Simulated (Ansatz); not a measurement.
Reaction (SMILES): C=CCl → [CH]=C (CH-CH2) + Cl atom
B3LYP-D3(BJ)/def2-TZVP geometries, fixed; electronic energies without zero-point terms.

Basis-set convergence of the bond dissociation energy at HF with Ansatz (a first-principles code). Cartesian d functions, on some or all atoms, in 6-31G*, 6-311G**, 6-311+G**; all else is spherical. An unrestricted Hartree-Fock determinant is markedly spin-contaminated. Open shells are unrestricted. No added dispersion term, no relativity. Functions are those of the species that has most. Reference: the value in aug-pcseg-3, 61.18 kcal/mol, itself unsure by roughly 0.11 kcal/mol (its mean distance from aug-cc-pV(Q+d)Z, def2-QZVPPD, pcseg-3).

```
basis              functions  bond dissociation energy (kcal/mol)
-----------------  ---------  -----------------------------------
6-31G*                    55                                60.43
6-311G**                  81                                    …
def2-SVPD                 91                                    …
6-311+G**                 93                                59.69
aug-pcseg-1              100                                    …
6-311++G(3df,3pd)        179                                61.80
aug-cc-pV(T+d)Z          216                                    …
def2-QZVPP               274                                60.98
aug-pcseg-3              406                                61.18
```

Q: What belongs in the gaps?

A: 
- 6-311G**, bond dissociation energy (kcal/mol): 59.56
- def2-SVPD, bond dissociation energy (kcal/mol): 60.31
- aug-pcseg-1, bond dissociation energy (kcal/mol): 59.15
- aug-cc-pV(T+d)Z, bond dissociation energy (kcal/mol): 60.93
